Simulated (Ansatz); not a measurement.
bcc Li, treated with PBEsol (Ansatz, a quantum-chemistry and plane-wave program, plane waves, PAW).

The input as run:

Ansatz 0.2 input:
```yaml
crystal:
  lattice:
    - [-1.6937536883, 1.6937536883, 1.6937536883]
    - [1.6937536883, -1.6937536883, 1.6937536883]
    - [1.6937536883, 1.6937536883, -1.6937536883]
  atoms:
    - { symbol: Li, position: [0.0, 0.0, 0.0] }
basis:
  ecutwfc: 520
  ecutrho_ratio: 4
  xc_grid: 2
kpoints:
  mp_grid: { grid: [22, 22, 22] }
hamiltonian:
  xc: pbesol
  dispersion: none
  pseudopotentials: { kind: paw }
scf:
  occupations: { method: fermi_dirac, width: 0.05 }
  convergence: { dr2_threshold: 0.000000001 }
output:
  forces: false
  stress: true
  eigenvalues: true
```

Question: How many irreducible k-points, plane waves at Γ does the program set up, and what pressure does the run end with?

Answer: 328 irreducible k-points, 531 plane waves at Γ; P = 0.60 GPa, so the cell is compressed on average and its volume would grow at this level.

Excerpt of the program's output:

```
WARN output.stress: scf.convergence.dr2_threshold = 1e-9 eV is looser than the 1e-10 eV advised for a printed stress (1e-10 eV for each atom of the cell: 1)
Crystal: 1 atoms, lattice volume = 19.436 Å³
Basis set: ecut = 520 eV, 531 PW (Γ), exchange–correlation on 48×48×48 points (8 copies of the dense FFT grid, shifted against one another)
Bands: 6, of which v1, the nominal top of the filled ones, is band 2 counted from 1 (1 counted from 0)
Symmetry: 48 space group operations
Space group: Im-3m (ITA 229), of the structure as read, at distance tolerance 2.7e-5 Å
k-points: 328 of 10648
Functional: x = pbesol(κ = 0.804, μ = 0.12345679012345678), c = pbesol(β = 0.046)
SCF iter   1: F=—  HF=-202.999177 eV  |F-HF|=—  |Δ(HF+E_count)|=         —  Δρ=1.43e-3  dr2=1.29e-4
SCF iter   2: F=—  HF=-202.998674 eV  |F-HF|=—  |Δ(HF+E_count)|=   5.03e-4  Δρ=5.42e-4  dr2=1.80e-5
  ...
SCF iter   5: F=-202.998589 eV  HF=-202.998589 eV  |F-HF|=5.68e-14  |Δ(HF+E_count)|=   1.17e-9  Δρ=3.69e-8  dr2=7.10e-14
SCF iter   6: F=-202.998589 eV  HF=-202.998589 eV  |F-HF|=2.84e-14  |Δ(HF+E_count)|=  1.42e-13  Δρ=8.44e-10  dr2=4.22e-17
SCF 1 converged in 6 iterations: F = -202.998589 eV  dr2 = 4.22e-17
SCF converged after 6 iterations
Free energy (F): -202.998589 eV
Internal energy: -202.994743 eV  (E = F + TS)
E sigma→0 (E₀):  -202.996666 eV
Fermi energy:    1.165733 eV
--- Stress (GPa, compression-positive) ---
        0.595363      -0.000000       0.000000
       -0.000000       0.595363      -0.000000
        0.000000       0.000000       0.595363
  P = ⅓ Tr σ = 0.5954 GPa (5.954 kbar)
```

The cell is one volume of an energy–volume scan, off the minimum.

The PAW data were made under PBE.
